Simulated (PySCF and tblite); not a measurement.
Values are calculated unless marked as measured or tabulated.
C₄H₆O₂, numbered as in [CH2:1]=[CH:2][O:3][C:4]([CH3:5])=[O:6].

Level: CAM-B3LYP-D3(BJ)/pcSseg-1 (IEF-PCM, chloroform)//GFN2-xTB, thermal terms from GFN2-xTB, symmetry numbers and mirror pairs counted. Conformers within 3 kcal/mol (GFN2-xTB free energy) were kept, 8 at most. Run with PySCF (density fitting) and tblite.

Torsions listed: C1–C2–O3–C4, C2–O3–C4–O6.

```csv
conformer,shape,symmetry,E(GFN2) kcal/mol
1,"0°, 0°",Cs,1.27
2,"180°, 0°",Cs,0.00
```

(1) Which of these conformers is the most populated at 298.15 K, and with what share?

(2) Give the DFT energies and free energies relative to the lowest, and all weights.

(3) How does its share change from 200 K to 400 K?

Results:

(1) Conformer 2, about 99 %.

(2) 
```tsv
conformer	shape	E(DFT) kcal/mol	G(298.15 K) kcal/mol	weight %
1	0°, 0°	2.96	3.07	0.6
2	180°, 0°	0.00	0.00	99.4
```

(3) From 100 % to 98 %; the mixing entropy goes from 0.01 to 0.19 cal/(mol K).


Conformer gaps in pcSseg-1 on xTB geometries can be 2 kcal/mol off for S=O, P=O and other polar bonds.